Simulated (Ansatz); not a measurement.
**NHCl (quartet): from Hartree-Fock to the top rungs at distance Cl1–H2 along a hydrogen transfer = 1.740 Å, 6-31G**

Aim: climb from Hartree-Fock through coupled cluster and multireference methods for NHCl (quartet) at one geometry and basis, and see what each rung misses.

Method: 6-31G, core rule «outside noble gas», up to 6 orbitals frozen; program: Ansatz 0.2.0, Gaussian basis.

The runs, in order: UHF; CCSD(T) on ROHF; CCSD(T) on UHF; BCCD(T) on ROHF; CISD; CCSDT(Q) on ROHF; CCSDT(Q) on UHF; CCSDTQ on ROHF; CCSDTQ on UHF; CASSCF and MRCISD+Q, 5 electrons in 5 orbitals; CASSCF and NEVPT2, 5 electrons in 5 orbitals; CASSCF and MRCISD+Q, 13 electrons in 9 orbitals; CASSCF and NEVPT2, 13 electrons in 9 orbitals; Full CI.

### Step 1. The system

The geometry derives from fragments relaxed apart (PBE0/def2-TZVP) and kept rigid, so it is no stationary point. A hydrogen atom is moved between rigid fragments.

3 atoms, charge 0, spin multiplicity 4.

Atoms are counted from 1 here; the program's logs count them from 0.

Bond lengths: H2–N3 1.224 Å.

### Step 2. UHF

Input file in.yaml:

```yaml
crystal:
  periodic: [false, false, false]
  atoms:
    - {symbol: Cl, position_ang: [0.000000, 0.000000, -1.568000]}
    - {symbol: H, position_ang: [0.000000, 0.000000, 0.172000]}
    - {symbol: N, position_ang: [0.000000, 0.000000, 1.396000]}
basis:
  gaussian: {orbitals: 6-31G}
magnetization: {spin_polarized: true, initial_magnetization: 3}
hamiltonian: {xc: hf}
output: {orbitals: {seedname: orbitals}}
```

The run is started by

```sh
> ansatz run in.yaml --threads 1 --pin off --events-out ev --progress --plain --max-ram 2816MiB --backend cpu
```

Further steps of the session: CCSD(T) on ROHF; CCSD(T) on UHF; BCCD(T) on ROHF; CISD; CCSDT(Q) on ROHF; CCSDT(Q) on UHF; CCSDTQ on ROHF; CCSDTQ on UHF; CASSCF and MRCISD+Q, 5 electrons in 5 orbitals; CASSCF and NEVPT2, 5 electrons in 5 orbitals; CASSCF and MRCISD+Q, 13 electrons in 9 orbitals; CASSCF and NEVPT2, 13 electrons in 9 orbitals; Full CI.

**Question.** What will the summary of the whole plan be? Wanted: FCI below the RHF energy; RMP2 from FCI; UMP2 from FCI; RCCSD from FCI; RCCSD(T) from FCI; UCCSD(T) from FCI; RCCSDT(Q) from FCI; UCCSDT(Q) from FCI; NEVPT2 pair from FCI.

The runs gave:

| quantity | value |
| --- | --- |
| FCI below the RHF energy | -3.6127 eV |
| RMP2 from FCI | +679.5 meV |
| UMP2 from FCI | +684.3 meV |
| RCCSD from FCI | +73.2 meV |
| RCCSD(T) from FCI | +19.9 meV |
| UCCSD(T) from FCI | +14.8 meV |
| RCCSDT(Q) from FCI | +0.8 meV |
| UCCSDT(Q) from FCI | -0.9 meV |
| NEVPT2 pair from FCI | +500.1 meV |
| MRCISD+Q pair from FCI | +51.8 meV |
| NEVPT2 valence from FCI | +583.9 meV |
| levels within 1 kcal/mol (43 meV) | RCCSD(T), UCCSD(T), BCCD(T), RCCSDT, UCCSDT, RCCSDT(Q), UCCSDT(Q), RCCSDTQ, UCCSDTQ, MRCISD+Q valence |
| T1 diagnostic | 0.042 |
| effectively unpaired electrons | 3.03 |

What this shows: RCCSD(T) lands +19.9 meV from the yardstick (0.5 % of the correlation energy). The occupations are near whole numbers, but T1 = 0.042 shows that the orbitals relax strongly. Of the multireference levels listed MRCISD+Q valence comes nearest in total energy (+34.1 meV), which doesn't show that its space is the better one. These misses are within one basis, not against nature; the frozen cores of restricted and unrestricted runs differ, which can shift their rows.
